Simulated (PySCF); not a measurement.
**Telling isomers of C$_{4}$H$_{4}$FN apart by NMR**

A single conformation, no solvent, non-relativistic, fast rotation and ring inversion assumed for equivalent nuclei. PBE0-D3(BJ)/def2-SVP structure; PBE0/pcSseg-1 with gauge-including orbitals; B3LYP/pcJ-1 coupling constants (spin–dipole term left out of most H,H and C,H couplings); PySCF 2.14.0 with density-fitted response routines.

Shifts are taken against calculated references (same method and geometry level): TMS for $^{1}$H and $^{13}$C. Multiplet labels drop J under 1 Hz and among equivalent protons, and merge close values. Unscaled 3J(H,H) run several per cent high. One-bond C–F couplings are unscaled and too large by tens of Hz. Shifts are as computed. Against solution values, carbons near 30 ppm lie about +2 ppm off and those near 130 ppm about +5 ppm. Of 1211 compounds with measured shifts, 218 miss one by over three times the rms of a fit or turn the order of signals round; such compounds aren't used in these exercises. OH and NH positions are gas-phase values without hydrogen bonding to other molecules.

(1) Tabulate the signals of `[H]/N=C\C#CCF`, `C/C(C#N)=C\F`, `Fc1cc[nH]c1`, `N#CC/C=C\F`, `N#CC/C=C/F` and their relative energies.

(2) What is the quickest way to tell C/C(C#N)=C\F from N#CC/C=C\F?

(3) What is the quickest way to tell [H]/N=C\C#CCF from N#CC/C=C\F?

(4) What is the quickest way to tell C/C(C#N)=C\F from Fc1cc[nH]c1?

Results:

(1) 
| SMILES | carbon types | δC | δH | E rel. (kcal/mol) |
| --- | --- | --- | --- | --- |
| [H]/N=C\C#CCF | 2×C 1×CH 1×CH2 | 158.0, 93.6, 92.1, 70.7 | 10.97 (br s, 1H), 7.78 (d, 1H), 5.19 (d, 2H) | 53.2 |
| C/C(C#N)=C\F | 2×C 1×CH 1×CH3 | 169.2, 121.8, 102.9, 12.9 | 7.23 (dq, 1H), 1.89 (dd, 3H) | 14.8 |
| Fc1cc[nH]c1 | 1×C 3×CH | 160.3, 117.0, 103.9, 102.5 | 6.84 (br s, 1H), 6.46 (ddd, 1H), 6.38 (ddd, 1H), 6.14 (dd, 1H) | 0.0 |
| N#CC/C=C\F | 1×C 2×CH 1×CH2 | 159.8, 121.4, 107.9, 12.8 | 6.79 (ddt, 1H), 4.85 (dtd, 1H), 3.00 (ddd, 2H) | 18.9 |
| N#CC/C=C/F | 1×C 2×CH 1×CH2 | 161.6, 121.5, 108.6, 16.4 | 6.71 (ddt, 1H), 5.48 (ddt, 1H), 2.70 (ddd, 2H) | 20.3 |

Energies are electronic energies at PBE0/pcSseg-1 on these geometries, without zero-point or thermal terms, each for the one conformer computed, which needn't be the lowest.

(2) Both give the same number of carbon signals, but DEPT or the intensities differ. The first has an allylic methyl carbon (CH3) at 12.9 ppm, the second an alkene CH at 107.9 ppm. Their most deshielded carbons lie at 169.2 and 159.8 ppm. In the proton spectra the most deshielded non-exchanging signals are 7.23 (dq, J = 87.1, 2.3 Hz, 1H) and 6.79 (ddt, J = 89.6, 5.8, 2.0 Hz, 1H).

(3) Both give the same number of carbon signals, but DEPT or the intensities differ. The first has a propargylic sp3 CH2 bonded to F at 70.7 ppm, the second an allylic sp3 CH2 at 12.8 ppm. Their most deshielded carbons lie at 158.0 and 159.8 ppm. In the proton spectra the most deshielded non-exchanging signals are 7.78 (d, J = 7.6 Hz, 1H) and 6.79 (ddt, J = 89.6, 5.8, 2.0 Hz, 1H).

(4) Both give the same number of carbon signals, but DEPT or the intensities differ. The first has an allylic methyl carbon (CH3) at 12.9 ppm, the second an aromatic CH next to a ring nitrogen at 103.9 ppm. Their most deshielded carbons lie at 169.2 and 160.3 ppm. In the proton spectra the most deshielded non-exchanging signals are 7.23 (dq, J = 87.1, 2.3 Hz, 1H) and 6.46 (ddd, J = 3.7, 2.5, 1.6 Hz, 1H).
